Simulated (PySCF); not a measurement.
## Do core-level shifts follow atomic charges?

Species: C4H5NO.
Geometry (GFN2-xTB, Å), atoms numbered from 1 in this order:
```
atom  x, y, z in Å
N1    -1.886    2.114    0.570
C2    -1.514    1.107    0.179
C3    -1.030   -0.161   -0.307
C4     0.265   -0.541    0.391
C5     1.553   -0.046   -0.101
O6     1.144   -1.370   -0.304
H7    -0.859   -0.090   -1.385
H8    -1.791   -0.926   -0.126
H9     0.167   -0.756    1.453
H10    2.375    0.092    0.591
H11    1.581    0.580   -0.986
```

Binding energies: PySCF 2.14.0, delta-SCF UKS SCAN, pcX-2 on the ionised atom, pcseg-1 elsewhere, spin-free X2C. Charges: PBE0/pcSseg-1 ground-state density, for the ionised atom.

| atom | environment | C 1s (eV) | Mulliken (e) | IAO (e) | Hirshfeld (e) | ESP (e) |
| --- | --- | --- | --- | --- | --- | --- |
| C2 | nitrile carbon | 292.51 | +0.043 | +0.140 | +0.085 | +0.378 |
| C3 | sp3 carbon next to a nitrile | 292.67 | -0.148 | -0.314 | -0.041 | -0.382 |
| C5 | sp3 carbon bound to oxygen | 292.74 | +0.047 | -0.087 | -0.013 | -0.170 |
| C4 | sp3 carbon bound to oxygen | 293.05 | -0.053 | +0.072 | +0.035 | +0.087 |

Question: How well does each charge scheme correlate with the binding energies over these sites?

Answer: IAO: r = 0.09, slope 0.1 eV per e; ESP: r = -0.15, slope -0.1 eV per e; Hirshfeld: r = -0.16, slope -0.7 eV per e; Mulliken: r = -0.25, slope -0.6 eV per e. On 4 points no scheme stands out.

Question: The point-charge model writes a binding energy as kq + V + constant, with V the potential of the other atoms' charges at the site. What does it give with the ESP charges?

Answer: V = Σ 14.40 eV Å × q/r over all other atoms: -6.36 eV at C2, +6.86 eV at C3, +2.67 eV at C5, -1.53 eV at C4. Fitting binding energy − V to q gives k = 17.1 eV per e and leaves an rms residual of 0.33 eV, against 0.19 eV for the fit on q alone. The model has no term for differences in relaxation between sites.

Isolated species at its GFN2-xTB geometry (one conformer only).
